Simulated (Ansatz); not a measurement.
# CH₅N (triplet): from Hartree-Fock to the top rungs at distance N1–H4 along a hydrogen transfer = 1.250 Å, cc-pVDZ

Aim: climb from Hartree-Fock through coupled cluster and multireference methods for CH₅N (triplet) at one geometry and basis, and see what each rung misses.

Program: Ansatz 0.2.0, Gaussian basis. Level of theory: cc-pVDZ, core rule «outside noble gas», up to 2 orbitals frozen. These are calculated values, not measurements.

To be run: UHF; CCSD(T) on ROHF; CCSD(T) on UHF; BCCD(T) on ROHF; CISD; CCSDT(Q) on ROHF; CCSDT(Q) on UHF; CASSCF and MRCISD+Q, 4 electrons in 4 orbitals; CASSCF and NEVPT2, 4 electrons in 4 orbitals.

### 1 The system

The geometry derives from fragments relaxed apart (PBE0/def2-TZVP) and kept rigid, so it is no stationary point. A hydrogen atom is moved between rigid fragments.

7 atoms, charge 0, spin multiplicity 3.

Atoms are counted from 1 here; the program's logs count them from 0.

Bond lengths: N1–H2 1.012 Å, N1–H3 1.012 Å, N1–H4 1.250 Å, C5–H6 1.079 Å, C5–H7 1.079 Å. Angles: H2–N1–H3 107.1°, H2–N1–H4 107.1°, H3–N1–H4 107.1°, H6–C5–H7 134.8°.

### 2 UHF

in.yaml

```yaml
crystal:
  periodic: [false, false, false]
  atoms:
    - {symbol: N, position_ang: [-1.247726, -0.018354, -0.028568]}
    - {symbol: H, position_ang: [-1.545006, 0.949480, -0.028568]}
    - {symbol: H, position_ang: [-1.545005, -0.420653, 0.851691]}
    - {symbol: H, position_ang: [0.002274, -0.018354, -0.028568]}
    - {symbol: C, position_ang: [1.408274, -0.018354, -0.028568]}
    - {symbol: H, position_ang: [1.822742, -0.018354, 0.967593]}
    - {symbol: H, position_ang: [1.822742, -0.018354, -1.024729]}
basis:
  gaussian: {orbitals: cc-pVDZ}
magnetization: {spin_polarized: true, initial_magnetization: 2}
hamiltonian: {xc: hf}
output: {orbitals: {seedname: orbitals}}
```

Command:

```sh
> ansatz run in.yaml --threads 1 --pin off --events-out ev --progress --plain --max-ram 2816MiB --backend cpu
```

Further steps of the session: CCSD(T) on ROHF; CCSD(T) on UHF; BCCD(T) on ROHF; CISD; CCSDT(Q) on ROHF; CCSDT(Q) on UHF; CASSCF and MRCISD+Q, 4 electrons in 4 orbitals; CASSCF and NEVPT2, 4 electrons in 4 orbitals.

Q: Predict the results of all the runs planned. Wanted: UCCSDT(Q) below the RHF energy; RMP2 from UCCSDT(Q); UMP2 from UCCSDT(Q); RCCSD from UCCSDT(Q); RCCSD(T) from UCCSDT(Q); UCCSD(T) from UCCSDT(Q); RCCSDT(Q) from UCCSDT(Q); NEVPT2 pair from UCCSDT(Q); MRCISD+Q pair from UCCSDT(Q).

The runs gave:

| quantity | value |
| --- | --- |
| UCCSDT(Q) below the RHF energy | -9.7297 eV |
| RMP2 from UCCSDT(Q) | +28.38 kcal/mol |
| UMP2 from UCCSDT(Q) | +30.38 kcal/mol |
| RCCSD from UCCSDT(Q) | +6.14 kcal/mol |
| RCCSD(T) from UCCSDT(Q) | +0.95 kcal/mol |
| UCCSD(T) from UCCSDT(Q) | +0.96 kcal/mol |
| RCCSDT(Q) from UCCSDT(Q) | +0.02 kcal/mol |
| NEVPT2 pair from UCCSDT(Q) | +28.48 kcal/mol |
| MRCISD+Q pair from UCCSDT(Q) | +3.26 kcal/mol |
| levels within 1 kcal/mol (43 meV) | RCCSD(T), UCCSD(T), BCCD(T), RCCSDT, UCCSDT, RCCSDT(Q) |
| T1 diagnostic | 0.032 |

**Reading.** RCCSD(T) misses by +0.95 kcal/mol, 0.4 % of the correlation energy. Of the multireference levels listed MRCISD+Q pair comes nearest in total energy (+3.26 kcal/mol), which doesn't show that its space is the better one. These misses are within one basis, not against nature; the frozen cores of restricted and unrestricted runs differ, which can shift their rows.
